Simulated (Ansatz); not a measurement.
Basis sets compared for Li2F⁺ (the lowest singlet isomer of a short search). Charge 1, multiplicity 1. Geometry PBE0-D4/def2-TZVP. Ansatz on 2 threads of Arm Neoverse V2 on a shared host; times are rough, and most runs start from earlier orbitals.

```csv
atom,x (Å),y (Å),z (Å)
Li1,-0.2291,-0.9515,-1.3390
Li2,0.2291,0.9515,1.3391
F3,0.0000,0.0000,0.0000
```

The structure comes from a short search, and lower isomers may exist.

```csv
level,functions,energy (Eh),HOMO (eV),LUMO (eV),wall time
HF/STO-3G,15,-112.7058,-17.98,-2.54,0.05 s
HF/6-31G,27,-114.2828,-20.03,-3.41,0.1 s
PBE-D4/def2-SVP,32,-114.5807,-12.82,-5.49,0.25 s
PBE0-D4/def2-SVP,32,-114.5917,-14.80,-4.87,0.25 s
```

Task: Estimate the rows for PBE-D4/def2-TZVP, PBE0-D4/def2-TZVP.

Result: 
```csv
level,functions,energy (Eh),HOMO (eV),LUMO (eV),wall time
PBE-D4/def2-TZVP,59,-114.7132,-13.11,-5.43,0.3 s
PBE0-D4/def2-TZVP,59,-114.7219,-15.08,-4.84,0.35 s
```
